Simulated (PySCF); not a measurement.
Compound: C4H5N.
SMILES with atom numbers: `[H]/[N:5]=[CH:4]/[CH:3]=[C:2]=[CH2:1]` (hydrogens: H6, H7 on C1; H8 on C3; H9 on C4; H10 on N5)

Method used: PBE0-D3(BJ)/def2-SVP geometry optimisation, gas phase in PySCF 2.14.0.

Question: What internal coordinates does the optimisation give?

Answer: 
| bond | length (Å) | order |
| --- | --- | --- |
| C1=C2 | 1.305 | double |
| C2=C3 | 1.317 | double |
| C3–C4 | 1.464 | single |
| C4=N5 | 1.272 | double |
| C1–H6, C1–H7 | 1.096 | single |
| C3–H8 | 1.097 | single |
| C4–H9 | 1.107 | single |
| N5–H10 | 1.024 | single |

Bonds in one row agree within 0.01 Å and their mean is given. Orders are formal, as drawn. A selection of angles:
| angle | degrees |
| --- | --- |
| C2–C1–H6 | 121.2 |
| H6–C1–H7 | 117.6 |
| C1–C2–C3 | 179.4 |
| C2–C3–C4 | 123.1 |
| C2–C3–H8 | 120.6 |
| C4–C3–H8 | 116.3 |
| C3–C4–N5 | 120.8 |
| C3–C4–H9 | 115.1 |
| N5–C4–H9 | 124.1 |
| C4–N5–H10 | 110.1 |

Dihedral angles: C2–C3–C4–N5 180° (antiperiplanar); H10–N5–C4–C3 180° (antiperiplanar).

The C–C distances run from 1.305 Å (C1=C2, drawn double) to 1.464 Å (C3–C4, drawn single), a spread of 0.159 Å. The 5 heavy atoms lie in one plane (0.001 Å rms). N5 (imine nitrogen) is bent (angle 110.1°).

Point group: Cs (tolerance 0.08 Å). Stationary, but not proved a minimum. One conformer, not necessarily the lowest.
